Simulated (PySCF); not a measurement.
# One shape, several levels: [S4]2− ([S4]2-)

Wanted: a comparison of 5 runs (B2PLYP/STO-3G, B3LYP/STO-3G, MP2/STO-3G, UMP2/STO-3G, FCI/STO-3G) of [S4]2− ([S4]2-). The job is set up through a Python script.

The calculation is run with PySCF 2.14.0.

11 further runs of the same task are left out: 2 that didn't finish, 9 set aside as unsound or not needed.

### Step 1. The molecule

[S4]2−: 4 atoms, total charge -2, spin state singlet. One bond was lengthened or shortened from a relaxed shape.

Bond lengths: S1–S2 1.994 Å, S2–S3 2.110 Å, S3–S4 2.393 Å. Angles: S1–S2–S3 112.2°, S2–S3–S4 112.2°.

### Step 2. A single-point energy at B2PLYP/STO-3G (run 1)

input.py reads:

```python
from pyscf import gto, dft, mp

mol = gto.M(
    atom='''
S     -2.789563     2.239087     3.213031
S      0.718789     2.111814     1.844454
S      0.791317     1.170013    -2.029749
S      1.116734    -3.290467    -2.695052
''',
    basis='sto-3g',
    verbose=4,
    unit='bohr',
    charge=-2,
    spin=0,
    max_memory=1860,
)

mf = dft.RKS(mol, xc='0.53*HF + 0.47*B88, 0.73*LYP')
mf.grids.level = 5
mf.conv_tol = 1e-10
mf.kernel()
if not mf.converged:
    mf = mf.newton().run(mf.mo_coeff, mf.mo_occ)

pt = mp.MP2(mf, frozen=20).run()
energy = mf.e_tot + 0.27 * pt.e_corr
print('PT2 part  %.8f' % (0.27 * pt.e_corr))
print('E = %.10f Eh' % energy)
```

The run is started by

```bash
$ OMP_NUM_THREADS=1 python input.py
```

Output:

```text
PySCF version 2.14.0

[INPUT] num. atoms = 4
[INPUT] num. electrons = 66
[INPUT] charge = -2
[INPUT] spin (= nelec alpha-beta = 2S) = 0
[INPUT] symmetry False subgroup None
[INPUT] Mole.unit = bohr
[INPUT] Symbol           X                Y                Z      unit          X                Y                Z       unit  Magmom
[INPUT]  1 S     -1.476173168026   1.184873813667   1.700262783179 AA   -2.789563000000   2.239087000000   3.213031000000 Bohr   0.0
[INPUT]  2 S      0.380366758260   1.117523842502   0.976043023390 AA    0.718789000000   2.111814000000   1.844454000000 Bohr   0.0
[INPUT]  3 S      0.418746923014   0.619144216080  -1.074096914688 AA    0.791317000000   1.170013000000  -2.029749000000 Bohr   0.0
[INPUT]  4 S      0.590950183460  -1.741240149684  -1.426160100644 AA    1.116734000000  -3.290467000000  -2.695052000000 Bohr   0.0

nuclear repulsion = 293.229824015045
number of shells = 20
number of NR pGTOs = 108
number of NR cGTOs = 36
basis = sto-3g
ecp = {}

******** <class 'pyscf.dft.rks.RKS'> ********
method = RKS
initial guess = minao
damping factor = 0
level_shift factor = 0
DIIS = <class 'pyscf.scf.diis.CDIIS'>
diis_start_cycle = 1
diis_space = 8
diis_damp = 0
SCF conv_tol = 1e-10
SCF conv_tol_grad = None
SCF max_cycles = 50
direct_scf = True
direct_scf_tol = 1e-13
XC library pyscf.dft.libxc version 7.0.0
    S. Lehtola, C. Steigemann, M. J.T. Oliveira, and M. A.L. Marques.,  SoftwareX 7, 1–5 (2018)
XC functionals = 0.53*HF + 0.47*B88, 0.73*LYP
    A. D. Becke.,  Phys. Rev. A 38, 3098 (1988)
    C. Lee, W. Yang, and R. G. Parr.,  Phys. Rev. B 37, 785 (1988)
    B. Miehlich, A. Savin, H. Stoll, and H. Preuss.,  Chem. Phys. Lett. 157, 200 (1989)
radial grids:
    Treutler-Ahlrichs [JCP 102, 346 (1995); DOI:10.1063/1.469408] (M4) radial grids

becke partition: Becke, JCP 88, 2547 (1988); DOI:10.1063/1.454033
pruning grids: <function nwchem_prune>
grids dens level: 5
symmetrized grids: False
atomic radii adjust function: <function treutler_atomic_radii_adjust>
small_rho_cutoff = 0
Set gradient conv threshold to 1e-05
Initial guess from minao.
tot grids = 172192
init E= -1573.4681180484
  HOMO = -0.225796116661546  LUMO = -0.112875078032515  gap/eV = 3.07274
cycle= 1 E= -1573.86165054694  delta_E= -0.394  |g|= 0.32  |ddm|= 3.48
  HOMO = 0.448773470573522  LUMO = 0.587326268471694  gap/eV = 3.77021
cycle= 2 E= -1573.88735611432  delta_E= -0.0257  |g|= 0.254  |ddm|= 1.47
  HOMO = 0.374874080519949  LUMO = 0.629632420856062  gap/eV = 6.93233
cycle= 3 E= -1573.92878684687  delta_E= -0.0414  |g|= 0.0273  |ddm|= 0.725
  HOMO = 0.381444544407594  LUMO = 0.622168320640518  gap/eV = 6.55043
cycle= 4 E= -1573.92940915552  delta_E= -0.000622  |g|= 0.0134  |ddm|= 0.122
  HOMO = 0.378223883008899  LUMO = 0.624634215376094  gap/eV = 6.70517
cycle= 5 E= -1573.92953921269  delta_E= -0.00013  |g|= 0.00208  |ddm|= 0.0433
  HOMO = 0.377302936064962  LUMO = 0.625215572491913  gap/eV = 6.74605
cycle= 6 E= -1573.92954570511  delta_E= -6.49e-06  |g|= 0.000441  |ddm|= 0.0134
  HOMO = 0.377645009440648  LUMO = 0.624967074151163  gap/eV = 6.72998
cycle= 7 E= -1573.92954599614  delta_E= -2.91e-07  |g|= 8.67e-05  |ddm|= 0.0029
  HOMO = 0.377642286688569  LUMO = 0.624972268487234  gap/eV = 6.73019
cycle= 8 E= -1573.92954601485  delta_E= -1.87e-08  |g|= 1.74e-05  |ddm|= 0.000821
  HOMO = 0.3776402539587  LUMO = 0.624972745567283  gap/eV = 6.73026
cycle= 9 E= -1573.92954601567  delta_E= -8.25e-10  |g|= 4.62e-06  |ddm|= 0.00017
  HOMO = 0.377640561823002  LUMO = 0.624972801732135  gap/eV = 6.73025
cycle= 10 E= -1573.92954601574  delta_E= -6.8e-11  |g|= 1.06e-06  |ddm|= 4.85e-05
  HOMO = 0.377640437106794  LUMO = 0.624972840822302  gap/eV = 6.73026
Extra cycle  E= -1573.92954601574  delta_E= -3.64e-12  |g|= 5.42e-07  |ddm|= 7.11e-06
converged SCF energy = -1573.92954601574

******** <class 'pyscf.mp.mp2.RMP2'> ********
nocc = 13, nmo = 16
frozen orbitals 20
E(RMP2) = -1574.02078232745  E_corr = -0.0912363117050502
E(SCS-RMP2) = -1574.03020195708  E_corr = -0.100655941336745
E_corr(same-spin) = -0.0101857300492103
E_corr(oppo-spin) = -0.0810505816558399
PT2 part  -0.02463380
E = -1573.9541798199 Eh
```

Wall time 4.5 s (1 thread of Intel Xeon Platinum 8375C at 2.90GHz (Ice Lake), shared host); peak memory 0.27 GiB.

### Step 3. A single-point energy at B3LYP/STO-3G (run 2)

start.xyz reads:

```xyz
4
S4
S     -1.476173     1.184874     1.700263
S      0.380367     1.117524     0.976043
S      0.418747     0.619144    -1.074097
S      0.590950    -1.741240    -1.426160
```

calc.py reads:

```python
from pyscf import gto, dft

mol = gto.M(
    atom='start.xyz',
    basis='sto-3g',
    verbose=3,
    max_memory=1860,
    charge=-2,
)

ks = dft.RKS(mol)
ks.xc = 'b3lyp'
ks.grids.level = 5
ks.conv_tol = 1e-10
ks.kernel()
if not ks.converged:
    ks = ks.newton().run(ks.mo_coeff, ks.mo_occ)

e_final = ks.e_tot
print('E(%s) = %.9f' % ('B3LYP', e_final))
```

The run is started by

```bash
$ OMP_NUM_THREADS=1 python calc.py
```

Output:

```text
converged SCF energy = -1574.61168043511
E(B3LYP) = -1574.611680435
```

Wall time 4.5 s (1 thread of Intel Xeon Platinum 8375C at 2.90GHz (Ice Lake), shared host); peak memory 0.27 GiB.

Runs 3 to 4 aren't shown in full; the table further down has their settings and results.

### Step 4. The energy at FCI/STO-3G (run 5)

input.py reads:

```python
from pyscf import gto, scf, mcscf
from pyscf import fci

mol = gto.M(
    atom='''
S   -1.476173   1.184874   1.700263
S    0.380367   1.117524   0.976043
S    0.418747   0.619144  -1.074097
S    0.590950  -1.741240  -1.426160
''',
    verbose=4,
    basis='sto-3g',
    max_memory=1860,
    charge=-2,
)

mf = scf.RHF(mol)
mf.conv_tol = 1e-10
mf.kernel()
if not mf.converged:
    mf = mf.newton().run(mf.mo_coeff, mf.mo_occ)

cas = mcscf.CASCI(mf, mf.mo_coeff.shape[-1] - 20, (mol.nelec[0] - 20, mol.nelec[1] - 20))  # full CI above the frozen core
cas.fcisolver = fci.direct_spin0.FCI(mol)  # even spin states alone
cas.kernel()
print('<S^2> = %.4f' % cas.fcisolver.spin_square(cas.ci, cas.ncas, cas.nelecas)[0])
e_final = cas.e_tot
print('E = %.10f Eh' % e_final)
```

The run is started by

```bash
$ OMP_NUM_THREADS=1 python input.py
```

Output:

```text
PySCF version 2.14.0

[INPUT] num. atoms = 4
[INPUT] num. electrons = 66
[INPUT] charge = -2
[INPUT] spin (= nelec alpha-beta = 2S) = 0
[INPUT] symmetry False subgroup None
[INPUT] Mole.unit = angstrom
[INPUT] Symbol           X                Y                Z      unit          X                Y                Z       unit  Magmom
[INPUT]  1 S     -1.476173000000   1.184874000000   1.700263000000 AA   -2.789562682478   2.239087352118   3.213031409731 Bohr   0.0
[INPUT]  2 S      0.380367000000   1.117524000000   0.976043000000 AA    0.718789456822   2.111814297628   1.844453955799 Bohr   0.0
[INPUT]  3 S      0.418747000000   0.619144000000  -1.074097000000 AA    0.791317145483   1.170012591668  -2.029749161217 Bohr   0.0
[INPUT]  4 S      0.590950000000  -1.741240000000  -1.426160000000 AA    1.116733653312  -3.290466717138  -2.695051809810 Bohr   0.0

nuclear repulsion = 293.229822084357
number of shells = 20
number of NR pGTOs = 108
number of NR cGTOs = 36
basis = sto-3g
ecp = {}

******** <class 'pyscf.scf.hf.RHF'> ********
method = RHF
initial guess = minao
damping factor = 0
level_shift factor = 0
DIIS = <class 'pyscf.scf.diis.CDIIS'>
diis_start_cycle = 1
diis_space = 8
diis_damp = 0
SCF conv_tol = 1e-10
SCF conv_tol_grad = None
SCF max_cycles = 50
direct_scf = True
direct_scf_tol = 1e-13
Set gradient conv threshold to 1e-05
Initial guess from minao.
init E= -1571.48409913381
  HOMO = -0.211090732381562  LUMO = -0.0715063570572884  gap/eV = 3.79828
cycle= 1 E= -1572.06825137277  delta_E= -0.584  |g|= 0.338  |ddm|= 3.47
  HOMO = 0.364797984800304  LUMO = 0.68042636979103  gap/eV = 8.58869
cycle= 2 E= -1572.14936393131  delta_E= -0.0811  |g|= 0.0923  |ddm|= 1.12
  HOMO = 0.302960812981674  LUMO = 0.721402391844846  gap/eV = 11.38638
cycle= 3 E= -1572.15612113341  delta_E= -0.00676  |g|= 0.026  |ddm|= 0.283
  HOMO = 0.307139989226149  LUMO = 0.716634317527457  gap/eV = 11.14291
cycle= 4 E= -1572.15705977322  delta_E= -0.000939  |g|= 0.00595  |ddm|= 0.132
  HOMO = 0.304888445327571  LUMO = 0.717920206761166  gap/eV = 11.23917
cycle= 5 E= -1572.15710759744  delta_E= -4.78e-05  |g|= 0.00159  |ddm|= 0.0311
  HOMO = 0.304829030223573  LUMO = 0.717889683668967  gap/eV = 11.23995
cycle= 6 E= -1572.15711095554  delta_E= -3.36e-06  |g|= 0.000536  |ddm|= 0.00757
  HOMO = 0.304896365525341  LUMO = 0.717892745066561  gap/eV = 11.23820
cycle= 7 E= -1572.15711146551  delta_E= -5.1e-07  |g|= 0.00015  |ddm|= 0.00355
  HOMO = 0.304877030379176  LUMO = 0.717889671128073  gap/eV = 11.23865
cycle= 8 E= -1572.15711151257  delta_E= -4.71e-08  |g|= 5.36e-05  |ddm|= 0.00108
  HOMO = 0.304883176545249  LUMO = 0.717886790455095  gap/eV = 11.23840
cycle= 9 E= -1572.15711152004  delta_E= -7.46e-09  |g|= 2.1e-05  |ddm|= 0.000434
  HOMO = 0.304882771587473  LUMO = 0.717887495175556  gap/eV = 11.23843
cycle= 10 E= -1572.15711152139  delta_E= -1.36e-09  |g|= 7.22e-06  |ddm|= 0.000199
  HOMO = 0.304882421684474  LUMO = 0.717887494378304  gap/eV = 11.23844
cycle= 11 E= -1572.15711152155  delta_E= -1.56e-10  |g|= 1.49e-06  |ddm|= 7.61e-05
  HOMO = 0.304882410896585  LUMO = 0.717887356291409  gap/eV = 11.23844
cycle= 12 E= -1572.15711152155  delta_E= -2.5e-12  |g|= 3.11e-07  |ddm|= 1.3e-05
  HOMO = 0.304882418430466  LUMO = 0.717887359587159  gap/eV = 11.23844
Extra cycle  E= -1572.15711152155  delta_E= -1.36e-12  |g|= 1.62e-07  |ddm|= 1.16e-06
converged SCF energy = -1572.15711152155

******** <class 'pyscf.mcscf.casci.CASCI'> ********
CAS (13e+13e, 16o), ncore = 20, nvir = 0
natorb = False
canonicalization = True
sorting_mo_energy = False
******** <class 'pyscf.fci.direct_spin0.FCISolver'> ********
max. cycles = 100
conv_tol = 1e-10
davidson only = False
linear dependence = 1e-14
level shift = 0.001
max iter space = 12
nroots = 1
pspace_size = 400
spin = None
Density matrix diagonal elements [1.99627017 1.99583098 1.99596055 1.99527674 1.96194637 1.98650692
 1.98211435 1.98843196 1.94234866 1.9882491  1.99384351 1.97785916
 1.98620552 0.0992739  0.06949506 0.04038705]
CASCI converged
CASCI E = -1572.24478347559  E(CI) = -79.8519649771754  S^2 = 0.0000000
<S^2> = 0.0000
E = -1572.2447834756 Eh
```

Wall time 5.1 s (1 thread of Intel Xeon Platinum 8375C at 2.90GHz (Ice Lake), shared host); peak memory 0.19 GiB.

### Step 5. All runs side by side

| run | level | frozen core orbitals | integration grid | energy (Eh) | HOMO energy (eV) | LUMO energy (eV) | HOMO–LUMO gap (eV) | wall time |
| --- | --- | --- | --- | --- | --- | --- | --- | --- |
| 1 | B2PLYP/STO-3G | 20 | 5 | -1573.954180 | 10.28 | 17.01 | 6.73 | 4.5 s |
| 2 | B3LYP/STO-3G | – | 5 | -1574.611680 | 11.67 | 15.43 | 3.75 | 4.5 s |
| 3 | MP2/STO-3G | 20 | – | -1572.218869 | 8.30 | 19.53 | 11.24 | 0.71 s |
| 4 | UMP2/STO-3G | 20 | – | -1572.218869 | 8.30 | 19.53 | 11.24 | 0.91 s |
| 5 | FCI/STO-3G | 20 | – | -1572.244783 | 8.30 | 19.53 | 11.24 | 5.1 s |

### Step 6. Outcome

```
                                                    quantity           value
                                         run 5: total energy  -1572.24478 Eh
                  run 5: HOMO energy (Hartree–Fock orbitals)         8.30 eV
                  run 5: LUMO energy (Hartree–Fock orbitals)        19.53 eV
run 5: HOMO–LUMO gap (to an unbound level, set by the basis)        11.24 eV
         run 5: correlation energy (20 core orbitals frozen)       -87.7 mEh
```

What this shows: Against full CI in this basis: MP2 +25.9 mEh; UMP2 +25.9 mEh. Totals of different functionals can't be ranked against each other. In runs 1, 2, 3, 4, 5 the HOMO lies above zero, so the outermost electron may be held by the basis alone. In runs 1, 2, 3, 4, 5 the basis is minimal, so the values are rough. All runs together took 16 s, the longest 5.1 s.
